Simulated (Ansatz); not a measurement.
Geometry optimisation, Ansatz 0.2.0, RKS PBE0/6-31G*.

The input (input.yaml):

```yaml
crystal:
  periodic: [false, false, false]
  atoms:
    - { symbol: Al, position_ang: [0.0, 0.0, 0.0] }
    - { symbol: F, position_ang: [0.0, 0.0, 1.69] }
    - { symbol: H, position_ang: [1.351, 0.0, -0.78] }
    - { symbol: H, position_ang: [-1.351, 0.0, -0.78] }
basis:
  gaussian: { orbitals: "6-31G*" }
hamiltonian:
  xc: pbe0
relax:
  f_tol: 0.02
  max_steps: 40
```

Launched with:

```bash
$ ansatz run input.yaml --threads 1 --pin off --max-ram 2048MiB --backend cpu --events-out ev --progress --plain --runs-dir out
```

**Question.** Where does it end, and by what steps?

**Answer.** It converged. After 3 steps the energy has fallen by 0.043 eV; H3 moved furthest, 0.07 Å.

```csv
step,energy less start (eV),largest force component (eV/Å),accepted
0,0.0000,1.086,yes
1,-0.0372,0.572,yes
2,-0.0428,0.071,yes
3,-0.0429,0.001,yes
```

```xyz
4
Properties=species:S:1:pos:R:3
Al 0.000 0.000 -0.018
F 0.000 0.000 1.637
H 1.409 0.000 -0.745
H -1.409 0.000 -0.745
```

Time of the run: 3.5 s on 1 thread of Arm Neoverse V1, on a shared host, peak memory 0.094 GiB.
